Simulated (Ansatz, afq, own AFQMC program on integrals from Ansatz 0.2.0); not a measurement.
# AlNH2, triplet in cc-pVDZ along one coordinate

```xyz
4

Al    0.0000   -0.0849    0.6205
N     0.0000    0.0356   -1.1435
H     0.0000    1.3500    1.3538
H     0.0000    0.4271   -2.0731
```

The Al1–N2 distance is changed with both sides rigid. Energies in kJ/mol count from this geometry (1.768 Å) at the same level; the start stands on UHF, each point on the determinant named.

Basis cc-pVDZ. Noble-gas cores (and the filled d shells of Ga–Kr and In–Xe) are frozen. Ansatz 0.2.0 and our own AFQMC program on the same integrals; the CISD trial comes from CCSD amplitudes, and released means the phaseless constraint is let go. Uncertainties: one standard error, sampling alone.

Cautions, each for one point or more: an unrestricted solution with more broken spin lies lower; higher spins were not checked; lower spins were not checked; strong correlation; the ph-AFQMC/CISD walk drifts between its halves; the search met a lower determinant of the same kind, perhaps of another symmetry, and this one is a saddle point; unrestricted determinant slightly spin contaminated; unrestricted determinant spin contaminated.

```csv
r(Al1–N2) / Å,det.,T1,weight,⟨S²⟩,CCSD(T),ph-AFQMC/CISD,released AFQMC,CCSDT(Q),wB97M-V,r2SCAN
1.613,UHF,0.020,0.91,2.01,50.4,52.2 ± 1.1,49.4 ± 2.2,50.7,46.5,45.5
1.916,UHF,0.024,0.90,2.02,10.2,9.4 ± 1.6,8.9 ± 2.0,9.7,12.5,12.6
2.452,UHF†,0.028,0.87,2.06,172.5,172.2 ± 1.5,–,172.5,188.2,184.7§
3.222,UHF†,0.038,0.86,2.10,152.4,152.2 ± 1.4,153.0 ± 2.6*,154.3,182.1,230.6
4.752,UHF†,0.053,0.83,2.16,152.1,152.7 ± 1.6,153.6 ± 2.4*,154.2,188.1,234.3
```

Weight is that of the determinant in the CISD state; at the start T1 is 0.021 and the weight 0.90, and ⟨S²⟩ is 2.02. An asterisk marks released energies that aren't shown to be converged. A dagger marks points whose determinant fills other symmetries than the start's, so the wave-function levels may follow another state there, or a degenerate partner. A dash marks a missing value, a released energy that hasn't settled or a functional that sits on another state. § marks a functional whose ⟨S²⟩ is too high by over 0.1. Largest departures from CCSDT(Q), at the points where its series has closed: CCSD(T) -1.9 kJ/mol at 3.222 (on UHF), ph-AFQMC/CISD -2.1 kJ/mol at 3.222 (on UHF) (within the noise), released AFQMC -1.3 kJ/mol at 1.613 (on UHF) (within the noise), wB97M-V -4.2 kJ/mol at 1.613, r2SCAN -5.2 kJ/mol at 1.613. Functionals count only at points shown to share the start's state and spin. In this small basis the wave-function levels are far from their limit, so their gap to the functionals isn't the functionals' error.

Some points may be missing: those where a free walk finds a much lower state, and past Zn most of those on another determinant than at the start.

A walk keeps the symmetry of its determinant, which the program's search chose and which needn't be the lowest solution, so a lower state of the same spin and another symmetry isn't excluded.
